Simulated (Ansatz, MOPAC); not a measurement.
## C2F4 (tetrafluoroethylene): the highest harmonic wavenumber at each level's own minimum, rung by rung

C2F4, singlet, SMILES `FC(F)=C(F)F`. Each level relaxes the structure for itself.

Quantity: the highest harmonic wavenumber at each level's own minimum, in cm⁻¹. The values are calculated.

| level | kind | program | value (cm⁻¹) |
| --- | --- | --- | --- |
| PM3 | semi-empirical | MOPAC | 2017 |
| PM6-D3H4 | semi-empirical | MOPAC | 1906 |
| PM6-ORG | semi-empirical | MOPAC | 1969 |
| RM1 | semi-empirical | MOPAC | 2057 |
| HF/STO-3G | Hartree–Fock | Ansatz | 2106 |
| HF/3-21G | Hartree–Fock | Ansatz | 2130 |
| HF/6-31G* (Cartesian functions) | Hartree–Fock | Ansatz | 2144 |
| PBE/def2-SVP | GGA | Ansatz | 1858 |
| PBE0-D4/def2-TZVP | global hybrid | Ansatz | 1942 |
| B3LYP5/3-21G | global hybrid | Ansatz | 1909 |

Harmonic and unscaled. The values span 1858 to 2144 cm⁻¹.
